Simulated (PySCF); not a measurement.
CH3O, SMILES C[O], multiplicity 2.

The structure is a stationary point at PBE-D3(BJ)/def2-TZVP. A frequency run showed that this geometry is not a minimum. The isomer is the one that the SMILES or the coordinates give; other isomers of the formula were not compared.

Calculation: PBE-D3(BJ)/def2-TZVP run with PySCF.

No scaling factor is applied to the harmonic values.

Question: Give all harmonic wavenumbers and intensities. (An estimate is asked for; the answer gives what the named calculation found.)

Answer: 
| mode | ν (cm⁻¹) | IR (km/mol) | moving atoms (share of kinetic energy) |
|---|---|---|---|
| 1 | 508i | 117.5 | H 72 %, C 24 % |
| 2 | 1034 | 6.1 | C 41 %, H 30 %, O 29 % |
| 3 | 1147 | 1.8 | H 58 %, C 28 %, O 14 % |
| 4 | 1258 | 39.5 | H 87 %, O 10 % |
| 5 | 1318 | 22.2 | H 98 % |
| 6 | 1438 | 3.6 | H 89 %, C 11 % |
| 7 | 2795 | 0.6 | H 97 % |
| 8 | 2816 | 3.3 | H 93 % |
| 9 | 2916 | 83.4 | H 91 %, C 9 % |
